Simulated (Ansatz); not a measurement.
**CH2N (quartet): from Hartree-Fock to the top rungs at angle C2–N1–H3 = 180.0°, cc-pVDZ**

Aim: climb from Hartree-Fock through coupled cluster and multireference methods for CH2N (quartet) at one geometry and basis, and see what each rung misses.

Method: cc-pVDZ, core rule «outside noble gas», up to 2 orbitals frozen; program: Ansatz 0.2.0, Gaussian basis.

To be run: UHF; CCSD(T) on ROHF; CCSD(T) on UHF; BCCD(T) on ROHF; CISD; CCSDT(Q) on ROHF; CCSDT(Q) on UHF; CASSCF and MRCISD+Q, 5 electrons in 5 orbitals; CASSCF and NEVPT2, 5 electrons in 5 orbitals; CASSCF and MRCISD+Q, 11 electrons in 10 orbitals; CASSCF and NEVPT2, 11 electrons in 10 orbitals.

13 further runs of the same task are left out: 1 for a mislabelled method, 11 that didn't finish, 1 set aside as unsound or not needed.

### 1 The system

The geometry derives from a PBE0/def2-TZVP stationary point (not a proven minimum). One angle is set to the value named; bond lengths are kept.

4 atoms, charge 0, spin multiplicity 4.

Atoms are counted from 1 here; the program's logs count them from 0.

Bond lengths: N1–C2 1.434 Å, N1–H3 1.028 Å, C2–H4 1.090 Å. Angles: C2–N1–H3 180.0°, N1–C2–H4 121.0°.

### 2 UHF

The input, in.yaml:

```yaml
crystal:
  periodic: [false, false, false]
  atoms:
    - {symbol: N, position_ang: [-0.106217, 0.283689, 0.575019]}
    - {symbol: C, position_ang: [0.197741, -0.316809, -0.690986]}
    - {symbol: H, position_ang: [-0.324168, 0.714272, 1.482799]}
    - {symbol: H, position_ang: [-0.556100, -0.881388, -1.239623]}
basis:
  gaussian: {orbitals: cc-pVDZ}
magnetization: {spin_polarized: true, initial_magnetization: 3}
hamiltonian: {xc: hf}
output: {orbitals: {seedname: orbitals}}
```

Run with:

```console
$ ansatz run in.yaml --threads 1 --pin off --events-out ev --progress --plain --max-ram 2393MiB
```

The runs that follow: CCSD(T) on ROHF; CCSD(T) on UHF; BCCD(T) on ROHF; CISD; CCSDT(Q) on ROHF; CCSDT(Q) on UHF; CASSCF and MRCISD+Q, 5 electrons in 5 orbitals; CASSCF and NEVPT2, 5 electrons in 5 orbitals; CASSCF and MRCISD+Q, 11 electrons in 10 orbitals; CASSCF and NEVPT2, 11 electrons in 10 orbitals.

Before running them: what should the planned runs give, taken together? Wanted: UCCSDT(Q) below the RHF energy; RMP2 from UCCSDT(Q); UMP2 from UCCSDT(Q); RCCSD from UCCSDT(Q); RCCSD(T) from UCCSDT(Q); UCCSD(T) from UCCSDT(Q); RCCSDT(Q) from UCCSDT(Q); NEVPT2 pair from UCCSDT(Q); NEVPT2 valence from UCCSDT(Q).

The runs gave:

```
                         quantity                                                   value
   UCCSDT(Q) below the RHF energy                                              -7.2600 eV
              RMP2 from UCCSDT(Q)                                             +1092.9 meV
              UMP2 from UCCSDT(Q)                                             +1074.6 meV
             RCCSD from UCCSDT(Q)                                              +214.7 meV
          RCCSD(T) from UCCSDT(Q)                                               +40.1 meV
          UCCSD(T) from UCCSDT(Q)                                               +38.7 meV
         RCCSDT(Q) from UCCSDT(Q)                                                +2.4 meV
       NEVPT2 pair from UCCSDT(Q)                                             +1081.9 meV
    NEVPT2 valence from UCCSDT(Q)                                              +993.0 meV
  MRCISD+Q valence from UCCSDT(Q)                                               +56.6 meV
levels within 1 kcal/mol (43 meV)  RCCSD(T), UCCSD(T), BCCD(T), RCCSDT, UCCSDT, RCCSDT(Q)
                    T1 diagnostic                                                   0.038
   effectively unpaired electrons                                                    3.01
```

**Reading.** RCCSD(T) misses by +40.1 meV, 0.6 % of the correlation energy. One determinant dominates. Of the multireference levels listed MRCISD+Q valence comes nearest in total energy (+56.6 meV), which doesn't show that its space is the better one. Coupled cluster took another determinant than the lowest Hartree-Fock one. These misses are within one basis, not against nature; the frozen cores of restricted and unrestricted runs differ, which can shift their rows.
